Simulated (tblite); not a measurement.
Species: vinyl acetate, C4H6O2.
Numbering: `[CH2:1]=[CH:2][O:3][C:4]([CH3:5])=[O:6]` (hydrogens: H7, H8 on C1; H9 on C2; H10, H11, H12 on C5)

Geometry (GFN2-xTB, Å), atoms numbered from 1 in this order:
```
atom  x, y, z in Å
C1    -2.2836    0.1720    1.0796
C2    -1.3093   -0.4229    0.4182
O3    -0.1370    0.2380    0.1335
C4     0.8259   -0.4164   -0.5486
C5     2.0169    0.4782   -0.7522
O6     0.7260   -1.5502   -0.9289
H7    -2.1925    1.1894    1.4163
H8    -3.1950   -0.3509    1.2980
H9    -1.3496   -1.4429    0.0571
H10    2.3994    0.7976    0.2143
H11    2.7866   -0.0566   -1.2996
H12    1.7136    1.3642   -1.3046
```

Method: GFN2-xTB as coded in tblite; computed harmonic values from a numerical Hessian at the method's own geometry, unscaled. This tight-binding method is rough: wavenumbers can miss measured ones by several per cent, in bad cases by 10 to 20. One conformer, not necessarily the lowest. The optimisation stopped once no atom felt more than 0.01 eV/Å.

Lowest wavenumbers of the output (negative numbers stand for imaginary wavenumbers):
```
mode    cm-1
  1     -24.1
  2      93.2
  3     151.2
  4     192.6
  5     387.1
  6     426.5
  7     564.2
  8     632.3
  9     688.4
 10     853.4
```

Is this structure a minimum?

Not by this Hessian. 1 mode is imaginary beyond 20i (24i cm⁻¹), so at this level the point lies at or near a first-order saddle. The curvature is small, so loose convergence or finite differences may be the whole cause.

Which atoms move in the imaginary mode?

24i: H12 (methyl hydrogen) 33 %, H10 (methyl hydrogen) 33 %, H11 (methyl hydrogen) 28 %. These are shares of the mass-weighted motion.

What is the remedy?

Step along that mode in both directions, optimise again with tighter thresholds and repeat the frequencies. The zero-point energy of this point (57.3 kcal/mol) counts the 29 real modes alone, and thermal corrections from it aren't those of a minimum.

Hardware: an x86-64 server with one thread (shared host). The figure is for the frequency step alone.
